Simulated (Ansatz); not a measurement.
in.yaml

```yaml
crystal:
  periodic: [false, false, false]
  atoms:
    - {symbol: Zr, position_ang: [0.000000, 0.000000, 0.000000]}
    - {symbol: H, position_ang: [0.000000, 0.000000, -2.947206]}
    - {symbol: H, position_ang: [0.000000, 0.000000, 2.947206]}
basis:
  gaussian: {orbitals: def2-SVP}
correlation: {method: fci, electrons: outside_noble_gas}
```

```sh
$ ansatz run in.yaml --threads 1 --pin off --events-out ev --progress --plain --max-ram 2393MiB
```

Output:

```
715 factors; integrals over basis functions are off by at most 1.9e-7 eV
mean field evaluation 1: about -1282.1454 eV, gradient 2.5e1 eV
mean field evaluation 2: about -1282.1474 eV, gradient 2.5e1 eV
mean field evaluation 4: about -1288.7205 eV, gradient 5.2e0 eV
mean field evaluation 8: about -1289.4024 eV, gradient 2.9e-1 eV
mean field evaluation 16: about -1289.8176 eV, gradient 4.1e-2 eV
mean field evaluation 32: about -1287.4415 eV, gradient 7.3e0 eV
mean field evaluation 64: about -1289.8149 eV, gradient 2.3e-6 eV
mean field evaluation 96: about -1288.7333 eV, gradient 1.2e0 eV
mean field evaluation 128: about -1288.7376 eV, gradient 4.1e-6 eV
mean field -1289.81487890 eV, -47.3998225316 hartree, gradient 6.2e-7 eV, S^2 0.000000; 10 other end points of the search recorded, 0 dependent functions left out; unrestricted orbitals would lower it
determinant -1289.81487890 eV, -47.3998225316 hartree, with singles and doubles -1292.57901849 eV, -47.5014027881 hartree
determinant -1289.40349212 eV, -47.3847043462 hartree, with singles and doubles -1292.71009317 eV, -47.5062196937 hartree
determinant -1288.73760776 eV, -47.3602335473 hartree, with singles and doubles -1291.69044543 eV, -47.4687483304 hartree
determinant -1289.81487890 eV, -47.3998225316 hartree, with singles and doubles -1292.78644309 eV, -47.5090255016 hartree
determinant -1289.40349212 eV, -47.3847043462 hartree, with singles and doubles -1292.92677485 eV, -47.5141825986 hartree
unrestricted determinant -1291.06591356 eV, -47.4457972074 hartree, S^2 1.6703
4 core orbitals not correlated: weight in the atoms' cores, before any rotation towards them, 1.000 or more for the frozen orbitals, at most 0.000 for the correlated occupied ones
reference -1289.81487890 eV, -47.3998225316 hartree; 3, 3 occupied and 34, 34 virtual orbitals, 715 factors
state -1293.17019390 eV, -47.5231280837 hartree
4 core orbitals not correlated: weight in the atoms' cores, before any rotation towards them, 1.000 or more for the frozen orbitals, at most 0.000 for the correlated occupied ones
state -1293.21035865 eV, -47.5246041109 hartree
Total energy: -1293.21035865 eV, -47.5246041109 hartree
```

Natural occupations: 1.8792 1.8272 0.9719 0.4602 0.4602 0.1803 0.0641 0.0447 0.0447 0.0154 0.0154 0.0058 0.0051 0.0043 0.0026 0.0026 0.0022 0.0022 0.0015 0.0012 0.0012 0.0012 0.0012 0.0011.

Ran on 1 thread of Arm Neoverse V2, shared host: 6.2 min wall, 1 GiB peak host memory.
